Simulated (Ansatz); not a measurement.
```yaml
crystal:
  periodic: [false, false, false]
  atoms:
    - {symbol: C, position_ang: [0.000000, 0.000000, -2.032364]}
    - {symbol: Al, position_ang: [0.000000, 0.000000, -0.166541]}
    - {symbol: Si, position_ang: [0.000000, 0.000000, 2.198905]}
basis:
  gaussian: {orbitals: def2-TZVP}
magnetization: {spin_polarized: true, initial_magnetization: 1}
hamiltonian: {xc: pbe0}
relax: {f_tol: 0.004, max_steps: 80}
```

```sh
$ ansatz run in.yaml --threads 1 --pin off --events-out ev --progress --plain --max-ram 2176MiB
```

Steps of the relaxation (energy above the last step; positions in Å, forces in eV/Å):

```
3
step 1, 12.5 meV
C     0.000    0.000   -2.032    0.000    0.000   -0.581
Al    0.000    0.000   -0.167    0.000    0.000    0.798
Si    0.000    0.000    2.199    0.000    0.000   -0.217
```

```
3
step 2, 2.7 meV
C     0.000    0.000   -2.037    0.000    0.000   -0.290
Al    0.000    0.000   -0.154    0.000    0.000    0.313
Si    0.000    0.000    2.191    0.000    0.000   -0.022
```

```
3
step 3, 0.0 meV
C     0.000    0.000   -2.048    0.000    0.000   -0.016
Al    0.000    0.000   -0.147    0.000    0.000    0.013
Si    0.000    0.000    2.195    0.000    0.000    0.003
```

```
3
step 4, 0.0 meV
C     0.000    0.000   -2.049    0.000    0.000    0.002
Al    0.000    0.000   -0.147    0.000    0.000    0.003
Si    0.000    0.000    2.196    0.000    0.000   -0.005
```

```
3
step 5, 0.0 meV
C     0.000    0.000   -2.048    0.000    0.000    0.000
Al    0.000    0.000   -0.147    0.000    0.000    0.000
Si    0.000    0.000    2.196    0.000    0.000    0.000
```

Close pairs at the end: C1–Al2 1.901 Å, Al2–Si3 2.343 Å.

A stationary point of unrestricted PBE0 after 5 steps, with ⟨S²⟩ = 2.577 against 0.75 for a pure state; no frequencies were run, so it isn't proven a minimum. 68 s on 1 thread of Arm Neoverse V2, shared host.
